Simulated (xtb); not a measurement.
# C2H6B (SMILES C[B]C): GFN2-xTB

Wanted: energy and gradient of C2H6B. 

The results are computed with xtb 6.7.1.

1 further run of the same task is left out (set aside as unsound or not needed).

**1. The structure to begin with**

The species is C2H6B (9 atoms), meant as a doublet with charge 0. As SMILES, `C[B]C`. Geometry: optimised at GFN2-xTB.

Bond lengths: C1–B2 1.565 Å, B2–C3 1.563 Å, C1–H4 1.093 Å, C1–H5 1.090 Å, C1–H6 1.092 Å, C3–H7 1.093 Å, C3–H8 1.090 Å, C3–H9 1.092 Å. Some angles: C1–B2–C3 124.1°, B2–C1–H4 110.2°, B2–C1–H5 115.9°, B2–C1–H6 109.9°, B2–C3–H7 110.2°, B2–C3–H8 115.9°, B2–C3–H9 110.0°, H4–C1–H5 106.9°, H4–C1–H6 106.4°, H5–C1–H6 107.0°.

**2. Energy and forces at GFN2-xTB**

Input file .CHRG:

```
0
```

Input file .UHF:

```
1
```

Input file input.xyz:

```xyz
9
C2H6B
C     -0.62927     0.92239    -0.80443
B      0.68089     0.17199    -0.39446
C      0.75691    -0.90525     0.73588
H     -1.39831     0.20557    -1.10198
H     -0.53166     1.63984    -1.61934
H     -1.03037     1.46664     0.05348
H      0.06132    -1.72166     0.52634
H      1.73546    -1.35587     0.90000
H      0.44352    -0.46985     1.68741
```

On the command line:

```
$ xtb --grad --gfn 2 --json -- input.xyz > run.log
```

**Question.** What will come out? Wanted: total energy; dipole moment; HOMO energy; LUMO energy; dispersion energy; largest force on an atom; mean polarisability.

Answer, from the run:

At GFN2-xTB:

| quantity | value |
| --- | --- |
| total energy | -8.45758 Eh |
| dipole moment | 0.84 D |
| HOMO energy (partly filled) | -7.16 eV |
| LUMO energy | -5.93 eV |
| dispersion energy | -7.91 kJ/mol |
| largest force on an atom | 0.023 eV/Å |
| mean polarisability (D4 model) | 42.3 bohr³ |

What this shows: Mulliken charges run from -0.18 on C1 to +0.17 on B2.
